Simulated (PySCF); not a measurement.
**Aluminium: a sound run and one with changed settings**

Sound run: Al [Ne] 3s2 3p1, Al⁺ [Ne] 3s2. All numbers are calculated (PySCF 2.14, scalar relativity by spin-free X2C-1e, in cc-pVDZ-DK (4s3p1d, 18 functions)). In the sound run the correlated levels freeze [Ne]. The sound run starts from symmetry-adapted Hartree-Fock orbitals and uses a fine grid where one is needed.

Changed run: the non-relativistic Hamiltonian (point nucleus). This setting is unsound on purpose.

| species | method | sound run (hartree) | changed run (hartree) | converged |
| --- | --- | --- | --- | --- |
| Al | UHF | -242.30843 | -241.79286 | yes |
| Al | r2SCAN | -242.76576 | -242.25047 | yes |
| Al | B3LYP | -242.82273 | -242.30740 | yes |
| Al | MP2 | -242.33898 | -241.82340 | yes |
| Al | CCSD(T) | -242.35612 | -241.84058 | yes |
| Al⁺ | UHF | -242.10361 | -241.58769 | yes |
| Al⁺ | r2SCAN | -242.53932 | -242.02362 | yes |
| Al⁺ | B3LYP | -242.60165 | -242.08596 | yes |
| Al⁺ | MP2 | -242.12858 | -241.61267 | yes |
| Al⁺ | CCSD(T) | -242.14201 | -241.62615 | yes |

Ionisation energy of Al:

```
 method  sound run (eV)  changed run (eV)
    UHF           5.574             5.583
 r2SCAN           6.162             6.173
  B3LYP           6.016             6.026
    MP2           5.725             5.734
SCS-MP2           5.706             5.715
   CCSD           5.808             5.816
CCSD(T)           5.826             5.835
```

Most of the change in total energy is the relativistic energy itself. On top of that the contraction fixes the core shape for the Hamiltonian it was made with, so the changed run is not a good calculation with the other Hamiltonian either.

For comparison, NIST gives 5.986 eV between the lowest levels.
